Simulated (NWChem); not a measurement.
System: C₃H₈O; SMILES COCC

Parts of the log:

```
             Northwest Computational Chemistry Package (NWChem) 7.3.0
             --------------------------------------------------------

                             Geometry "geometry" -> ""
                             -------------------------

 Output coordinates in angstroms (scale by  1.889725989 to convert to a.u.)

  No.       Tag          Charge          X              Y              Z
 ---- ---------------- ---------- -------------- -------------- --------------
    1 C                    6.0000     0.48073900     1.55632800     0.15359300
    2 C                    6.0000    -0.62328100     0.58504400    -0.26247600
    3 O                    8.0000    -0.54865400    -0.68206700     0.36600100
    4 C                    6.0000     0.48025100    -1.50739000    -0.12163600
    5 H                    1.0000     0.30351300     2.55613000    -0.29237800
    6 H                    1.0000     0.50256500     1.66682300     1.25655900
    7 H                    1.0000     1.48378600     1.21957600    -0.17819300
    8 H                    1.0000    -1.61319100     0.99967200     0.02225500
    9 H                    1.0000    -0.62743800     0.46533600    -1.37620400
   10 H                    1.0000     1.50357500    -1.11155700     0.08769400
   11 H                    1.0000     0.40148700    -1.66854900    -1.22626600
   12 H                    1.0000     0.38649500    -2.49009400     0.38128600

 Effective nuclear repulsion energy (a.u.)     134.1904949615

                                 NWChem DFT Module
                                 -----------------

 Summary of "ao basis" -> "ao basis" (spherical)
 ------------------------------------------------------------------------------
       Tag                 Description            Shells   Functions and Types
 ---------------- ------------------------------  ------  ---------------------
 C                          def2-svp                 6       14   3s2p1d
 O                          def2-svp                 6       14   3s2p1d
 H                          def2-svp                 3        5   2s1p

 in cosmo_initialize ...
 calling solv_data for solv:toluene

 solvent parameters
 solvname_short: toluene
 solvname_long:  toluene
 dielec:        2.3741
 dielecinf:     2.2383
 nonaqueous SMD model solvent descriptors
 dielec:        2.3741
 sola:          0.0000
 solb:          0.1400
 solc:          0.8570
 solg:         40.2000
 solh:          0.0000
 soln:          1.4961

          ---------------
          -cosmo- solvent
          ---------------
 Cosmo: York-Karplus, doi: 10.1021/jp992097l
 dielectric constant -eps-     =   2.37
 screen = (eps-1)/(eps    )    =   0.57879
 surface charge correction     = lagrangian

   van der Waals surface
 --------------------------

 ---------- ATOMIC COORDINATES (A.U.) ------------ VDWR(ANG.) --
     1    0.90846498    2.94103347    0.29024868     1.850
     2   -1.17783030    1.10557285   -0.49600772     1.850
     3   -1.03680572   -1.28891974    0.69164160     2.294
     4    0.90754280   -2.84855406   -0.22985871     1.850
     5    0.57355640    4.83038529   -0.55251431     1.200
     6    0.94971014    3.14983874    2.37455220     1.200
     7    2.80394897    2.30466446   -0.33673594     1.200
     8   -3.04848896    1.88910616    0.04205585     1.200
     9   -1.18568589    0.87935753   -2.60064846     1.200
    10    2.84134475   -2.10053815    0.16571763     1.200
    11    0.75870042   -3.15310041   -2.31730673     1.200
    12    0.73036965   -4.70559535    0.72052606     1.200
 number of segments per atom =        128
 number of   points per atom =        128
 atom (   nspa,  nppa )
 ----------------------
    1 (     46,     0 )       0
    2 (     21,     0 )       0
    3 (     69,     0 )       0
    4 (     39,     0 )       0
    5 (     55,     0 )       0
    6 (     54,     0 )       0
    7 (     56,     0 )       0
    8 (     50,     0 )       0
    9 (     50,     0 )       0
   10 (     52,     0 )       0
   11 (     50,     0 )       0
   12 (     50,     0 )       0
 number of -cosmo- surface points =      592
 molecular surface =    107.480 angstrom**2
 molecular volume  =     90.780 angstrom**3
 -lineq- algorithm             =   0
 -bem- low  level              =   3
 -bem- from -octahedral-
 gaussian surface charge width =   4.50000
 degree of switching           =   1.00000
 switching function tolerance  =   0.00010
 atomic radii =
 --------------
    1  6.000  1.850
    2  6.000  1.850
    3  8.000  2.294
    4  6.000  1.850
    5  1.000  1.200
    6  1.000  1.200
    7  1.000  1.200
    8  1.000  1.200
    9  1.000  1.200
   10  1.000  1.200
   11  1.000  1.200
   12  1.000  1.200
 ...... end of -cosmo- initialization ......

 nat:                    12
 ixmem:                  7844
 calling mnsol_interface()
 G(SMD-CDS) energy (kcal/mol)  =    -1.103
 SMD-CDS SASA (angstrom**2)    =   134.288

            General Information
            -------------------
          SCF calculation type: DFT
          Wavefunction type:  closed shell.
          No. of atoms     :    12
          No. of electrons :    34
           Alpha electrons :    17
            Beta electrons :    17
          Charge           :     0
          Spin multiplicity:     1
          Use of symmetry is: off; symmetry adaption is: off
          Maximum number of iterations: 150
          AO basis - number of functions:    96
                     number of shells:    48
          Convergence on energy requested:  1.00D-06
          Convergence on density requested:  1.00D-05
          Convergence on gradient requested:  5.00D-04

              XC Information
              --------------
                       M05-2X Method XC Functional
                     Hartree-Fock (Exact) Exchange  0.560
                M05-2X metaGGA Exchange Functional  0.440
                      M05-2X Correlation Potential  1.000

             Grid Information
             ----------------
          Grid used for XC integration:  medium
          Radial quadrature: Mura-Knowles
          Angular quadrature: Lebedev.
          Tag              B.-S. Rad. Rad. Pts. Rad. Cut. Ang. Pts.
          ---              ---------- --------- --------- ---------
          C                   0.70       49          11.0       434
          O                   0.60       49          10.0       434
          H                   0.35       45          12.0       434
          Grid pruning is: on
          Number of quadrature shells:   556
          Spatial weights used:  Erf1

      Superposition of Atomic Density Guess
      -------------------------------------

 Sum of atomic energies:        -191.55981752

      Non-variational initial energy
      ------------------------------

 Total energy =    -193.920057
 1-e energy   =    -523.955381
 2-e energy   =     195.844829
 HOMO         =      -0.338933
 LUMO         =       0.101127

   convergence    iter        energy       DeltaE   RMS-Dens  Diis-err
 ---------------- ----- ----------------- --------- --------- ---------
     COSMO gas phase
 d= 0,ls=0.0,diis     1   -194.0983877066 -3.28D+02  6.95D-03  3.65D-01
 d= 0,ls=0.0,diis     2   -194.1258436572 -2.75D-02  3.03D-03  2.16D-01
 d= 0,ls=0.0,diis     3   -194.1448136185 -1.90D-02  7.81D-04  1.80D-02
 d= 0,ls=0.0,diis     4   -194.1463473827 -1.53D-03  2.58D-04  9.31D-04
 d= 0,ls=0.0,diis     5   -194.1464502227 -1.03D-04  4.97D-05  4.27D-05
  Resetting Diis
 d= 0,ls=0.0,diis     6   -194.1464555481 -5.33D-06  1.10D-05  5.82D-07
 d= 0,ls=0.0,diis     7   -194.1464556391 -9.09D-08  3.58D-06  6.96D-08

   convergence    iter        energy       DeltaE   RMS-Dens  Diis-err
 ---------------- ----- ----------------- --------- --------- ---------
     COSMO solvation phase
 d= 0,ls=0.0,diis     1   -194.1503671887 -3.91D-03  4.84D-04  4.63D-04
 d= 0,ls=0.0,diis     2   -194.1504589172 -9.17D-05  1.15D-04  1.61D-04
 d= 0,ls=0.0,diis     3   -194.1504723718 -1.35D-05  4.33D-05  3.43D-05
 d= 0,ls=0.0,diis     4   -194.1504755567 -3.18D-06  1.18D-05  1.25D-06
 d= 0,ls=0.0,diis     5   -194.1504756913 -1.35D-07  3.80D-06  1.14D-07

         Total DFT energy =     -194.150475691281
      One electron energy =     -528.049819455811
           Coulomb energy =      227.459771590810
    Exchange-Corr. energy =      -27.742668870982
 Nuclear repulsion energy =      134.190494961512

             COSMO energy =       -0.008253916810

 Numeric. integr. density =       33.999999309521

                                COSMO-SMD solvation results
                                ---------------------------

             internal energy in gas <Psi(g)|H|Psi(g)> =      -194.146455639073
         internal energy in solvent <Psi(s)|H|Psi(s)> =      -194.146337527980
                               delta internal energy  =         0.000118111094 (    0.07 kcal/mol)
   total free energy in solvent <Psi(s)|H+V/2|Psi(s)> =      -194.148717582615
 polarization energy contribution <Psi(s)|V/2|Psi(s)> =        -0.002380054635 (   -1.49 kcal/mol)
    total free energy in solvent including G(SMD-CDS) =      -194.150475691281
                       G(SMD-CDS) energy contribution =        -0.001758108666 (   -1.10 kcal/mol)
     1 M fixed-concentration free energy of solvation =        -0.004020052207 (   -2.52 kcal/mol)

                       DFT Final Molecular Orbital Analysis
                       ------------------------------------

 Vector   15  Occ=2.000000D+00  E=-4.134013D-01
              MO Center=  6.1D-02,  1.0D-01, -2.7D-02, r^2= 3.8D+00
   Bfn.  Coefficient  Atom+Function         Bfn.  Coefficient  Atom+Function
  ----- ------------  ---------------      ----- ------------  ---------------
    19      0.214993   2 C  py               67      0.208038   7 H  s
    92     -0.208486  12 H  s                72      0.201324   8 H  s
    48     -0.188807   4 C  pz                5     -0.177683   1 C  py
    33     -0.166596   3 O  py               87      0.159296  11 H  s
    47      0.147644   4 C  py               34      0.143391   3 O  pz

 Vector   16  Occ=2.000000D+00  E=-3.740861D-01
              MO Center= -3.6D-01, -2.0D-01,  5.0D-02, r^2= 2.7D+00
   Bfn.  Coefficient  Atom+Function         Bfn.  Coefficient  Atom+Function
  ----- ------------  ---------------      ----- ------------  ---------------
    34      0.320163   3 O  pz               32     -0.244477   3 O  px
    37      0.241432   3 O  pz               20     -0.211272   2 C  pz
    77      0.203885   9 H  s                72     -0.202506   8 H  s
    35     -0.180178   3 O  px               46      0.156668   4 C  px
    31      0.155641   3 O  s                18      0.149917   2 C  px

 Vector   17  Occ=2.000000D+00  E=-3.235750D-01
              MO Center= -2.0D-01, -4.7D-01,  7.5D-02, r^2= 2.1D+00
   Bfn.  Coefficient  Atom+Function         Bfn.  Coefficient  Atom+Function
  ----- ------------  ---------------      ----- ------------  ---------------
    34      0.359552   3 O  pz               32      0.346399   3 O  px
    37      0.276287   3 O  pz               35      0.269826   3 O  px
    33      0.207120   3 O  py               82     -0.194468  10 H  s
    36      0.171198   3 O  py               87      0.166579  11 H  s
     3     -0.165002   1 C  s                83     -0.151448  10 H  s

 Vector   18  Occ=0.000000D+00  E= 1.101427D-01
              MO Center=  5.2D-01,  2.6D-01, -3.9D-01, r^2= 7.0D+00
   Bfn.  Coefficient  Atom+Function         Bfn.  Coefficient  Atom+Function
  ----- ------------  ---------------      ----- ------------  ---------------
     3      1.374291   1 C  s                45      1.298919   4 C  s
    17      0.905609   2 C  s                68     -0.784792   7 H  s
    78     -0.744365   9 H  s                83     -0.745442  10 H  s
    58     -0.702618   5 H  s                88     -0.639480  11 H  s
    93     -0.571365  12 H  s                73     -0.558589   8 H  s

 Vector   19  Occ=0.000000D+00  E= 1.483411D-01
              MO Center=  7.2D-02,  4.3D-01, -1.4D-01, r^2= 8.6D+00
   Bfn.  Coefficient  Atom+Function         Bfn.  Coefficient  Atom+Function
  ----- ------------  ---------------      ----- ------------  ---------------
     3      1.723550   1 C  s                45     -1.565528   4 C  s
    88      1.140431  11 H  s                63     -1.057365   6 H  s
    58     -0.957542   5 H  s                73     -0.808948   8 H  s
    83      0.550355  10 H  s                93      0.552720  12 H  s
    21     -0.463850   2 C  px               51      0.332042   4 C  pz

 Vector   20  Occ=0.000000D+00  E= 1.531206D-01
              MO Center=  2.3D-01,  4.1D-01, -2.9D-01, r^2= 6.3D+00
   Bfn.  Coefficient  Atom+Function         Bfn.  Coefficient  Atom+Function
  ----- ------------  ---------------      ----- ------------  ---------------
    17      1.970405   2 C  s                 3     -1.720554   1 C  s
    73     -1.039612   8 H  s                68      0.990412   7 H  s
    78     -0.988222   9 H  s                83      0.832012  10 H  s
    45     -0.638876   4 C  s                22      0.548834   2 C  py
    63      0.531374   6 H  s                 8      0.405269   1 C  py

     Multipole analysis of the density
     ---------------------------------

     L   x y z        total         alpha         beta         nuclear
     -   - - -        -----         -----         ----         -------
     0   0 0 0     -0.000000    -17.000000    -17.000000     34.000000

     1   1 0 0      0.400636      0.221281      0.221281     -0.041925
     1   0 1 0      0.204491      0.116709      0.116709     -0.028926
     1   0 0 1     -0.426582     -0.420827     -0.420827      0.415073

     2   2 0 0    -19.843079    -37.817329    -37.817329     55.791578
     2   1 1 0     -1.598377      0.689433      0.689433     -2.977244
     2   1 0 1      0.415770     -0.435766     -0.435766      1.287302
     2   0 2 0    -18.252385   -109.432390   -109.432390    200.612396
     2   0 1 1      0.381072     -1.821245     -1.821245      4.023561
     2   0 0 2    -19.996922    -22.430659    -22.430659     24.864396
```

Level: M05-2X/def2-SVP, SMD on the gas-phase geometry. Geometry: optimised at PBE-D3(BJ)/def2-SVP. Solvent: toluene.

Which NWChem input produces such a log?

This is not unique; one that fits is the input that was run:
```
start job
memory heap 200 mb stack 900 mb global 1100 mb
geometry units angstroms noautosym nocenter noautoz
  C      0.480739     1.556328     0.153593
  C     -0.623281     0.585044    -0.262476
  O     -0.548654    -0.682067     0.366001
  C      0.480251    -1.507390    -0.121636
  H      0.303513     2.556130    -0.292378
  H      0.502565     1.666823     1.256559
  H      1.483786     1.219576    -0.178193
  H     -1.613191     0.999672     0.022255
  H     -0.627438     0.465336    -1.376204
  H      1.503575    -1.111557     0.087694
  H      0.401487    -1.668549    -1.226266
  H      0.386495    -2.490094     0.381286
end
basis spherical
  * library def2-svp
end
dft
  xc m05-2x
  iterations 150
end
cosmo
  do_cosmo_smd true
  solvent toluene
end
task dft energy
```
